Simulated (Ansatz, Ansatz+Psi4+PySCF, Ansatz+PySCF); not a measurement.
```yaml
atoms:
  - { symbol: H, position_ang: [0.0000, 0.5828, -0.9270] }
  - { symbol: O, position_ang: [0.0000, -0.3927, -0.9125] }
  - { symbol: O, position_ang: [0.0000, -0.6276, 0.5935] }
  - { symbol: O, position_ang: [0.0000, 0.4375, 1.2460] }
```

Basis set: cc-pVTZ (spherical functions). Correlated methods keep 3 orbitals frozen. Correlation on ROHF uses semicanonical orbitals with singles. Charge 0, multiplicity 2.

Computed with Ansatz (development build ahead of 0.2.0); each method stands on the lowest determinant of its kind that the runs found.

The atomization energy at this shape (free ground-state atoms in the same class of orbitals less the molecule, no zero-point energy) of doublet HO3:

| method | atomization energy |
| --- | --- |
| ROHF-CCSD(T) | 9.48 eV |
| ROHF-MP2 | 9.72 eV |
| UHF | 2.50 eV |

Q: What does UHF-MP2 give?

A: 9.19 eV. Caution for ROHF-CCSD(T), ROHF-MP2: large amplitudes, a single reference is doubtful. Caution for ROHF-MP2, UHF-MP2: forces differ strongly between restricted and unrestricted references. Caution for UHF-MP2: another reference gives a lower total. Caution for UHF-MP2, UHF: the unrestricted determinant is spin contaminated.
